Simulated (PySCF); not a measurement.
## Vibration and rotation of NaS

UHF-CCSD(T) constants of NaS, ²Π (doublet), unpaired electrons π ↑ (Na aug-pcseg-1, S aug-pcseg-1; no relativity (PySCF 2.14); masses 22.9898 and 31.9721 u):

```
ωe              : 306.9 cm⁻¹
ωexe            : 1.43 cm⁻¹
Be              : 0.19241 cm⁻¹
αe              : 0.00144 cm⁻¹
D (centrifugal) : 3.03e-07 cm⁻¹
De to Na + S    : 2.32 eV
```

(1) Give the vibrational terms G(v) and spacings up to v = 6.

(2) How well does the Morse estimate ωe²/(4ωexe) reproduce De, and what is D0?

Correlated steps freeze 6 core orbitals. Correlated levels converge slowly with the basis: in double zeta they bind strong bonds too weakly, by up to about 1 eV, and carry superposition errors of some tenths. The state was picked by a PBE0 search and need not be the measured ground state.

## Answers

(1) G(v) = ωe(v+½) − ωexe(v+½)².

| v | G(v) (cm⁻¹) | G(v) − G(v−1) | Bv (cm⁻¹) |
| --- | --- | --- | --- |
| 0 | 153.1 |  | 0.1917 |
| 1 | 457.1 | 304.0 | 0.1903 |
| 2 | 758.3 | 301.2 | 0.1888 |
| 3 | 1056.6 | 298.3 | 0.1874 |
| 4 | 1352.1 | 295.5 | 0.1859 |
| 5 | 1644.7 | 292.6 | 0.1845 |
| 6 | 1934.4 | 289.7 | 0.1830 |

(2) It gives 2.04 eV, 88 % of the computed De. D0 = De − G(0) = 2.32 − 0.02 = 2.30 eV.
